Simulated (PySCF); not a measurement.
Gas-phase reaction: 4 H₃SiNH₂ → 2 N₂ + 5 H₂ + 2 Si₂H₅

Computed with PySCF and rigid-rotor harmonic-oscillator thermochemistry at 1 bar. † marks an energy on the PBE0/def2-TZVP geometry and frequencies; other levels use their own. MP2 and CCSD(T) freeze the core. 6-31G* has spherical d functions here. Open shells (unrestricted): Si₂H₅ (multiplicity 2); the rest are closed-shell singlets. B3LYP is the form with VWN-RPA correlation. H₃SiNH₂, Si₂H₅: computed as isolated molecules; such fragments, hydroxides, amides, oligomers or adducts are transient or little studied in the gas. MP2 isn't extrapolated to the basis-set limit; its ΔH°(298 K) is 541.0 kJ in def2-SVP and 647.5 kJ in def2-TZVPP. CCSD(T) isn't extrapolated to the basis-set limit; its ΔH°(298 K) is 514.8 kJ in def2-SVP and 614.3 kJ in def2-TZVPP. The harmonic model lacks anharmonicity and excited electronic states, which grow with temperature; levels with a mode under 35 cm⁻¹ are left out. Internal rotation in H₃SiNH₂, Si₂H₅ is treated as a harmonic vibration of one conformer, which makes the entropy rough.

```
level               ΔE electronic, kJ  ΔH°(298 K), kJ  ΔS°(298 K), J/K  ΔG°(2000 K), kJ
------------------  -----------------  --------------  ---------------  ---------------
B3LYP/6-31G*                      660             538              568             -672
BLYP/def2-TZVP†                   658             536              562             -658
CCSD(T)/def2-SVP†                 637             515              562             -679
HF/6-31G*                         609             477              559             -722
HF/def2-TZVP†                     670             548              562             -646
MP2/def2-TZVPP†                   770             648              562             -546
PBE/def2-TZVP†                    726             604              562             -590
PBE0/def2-QZVP†                   819             696              562             -498
r2SCAN/def2-TZVP†                 761             639              562             -555
ωB97X-V/def2-TZVP†                789             666              562             -528
```
ΔH° is lowest at HF/6-31G* and highest at PBE0/def2-QZVP†. No reference value is set beside these.
